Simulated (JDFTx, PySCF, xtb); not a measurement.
System: hydrogen cyanide, CHN (SMILES C#N), charge 0, multiplicity 1; geometry: optimised with GFN2-xTB in vacuum (no frequencies checked; largest PBE force component 3.0 eV/Å). Z-matrix (Å, degrees):
```
C
N 1 1.1376
H 1 1.0583 2 179.91
```

Orbital energies (from the vacuum level) and dipole in vacuum at several levels; the plane-wave row is PBE, GBRV ultrasoft potentials, plane waves to 20/100 Ha in JDFTx (a modified build). Orbital energies of different methods aren't the same quantity, so their depths differ.

The geometry is far from a PBE minimum, which enters the values.

| level | HOMO (eV) | dipole (D) |
|---|---|---|
| PBE plane waves (JDFTx) | (withheld) | 2.94 |
| GFN2-xTB (xtb) | -12.24 | 2.62 |
| B3LYP/6-31G* (PySCF) | (withheld) | 2.89 |
| PBE/6-31G* (PySCF) | -8.68 | 2.79 |

Problem. Complete the blanks.

Solution. 
- PBE plane waves (JDFTx), HOMO (eV): -9.05
- B3LYP/6-31G* (PySCF), HOMO (eV): -9.89

Occupied PBE levels (eV), vacuum: -23.23, -15.15, -9.15, -9.15, -9.05. In CANDLE, water, 2 M NaF, from the bulk liquid: -23.17, -14.44, -9.34, -9.09, -9.09.
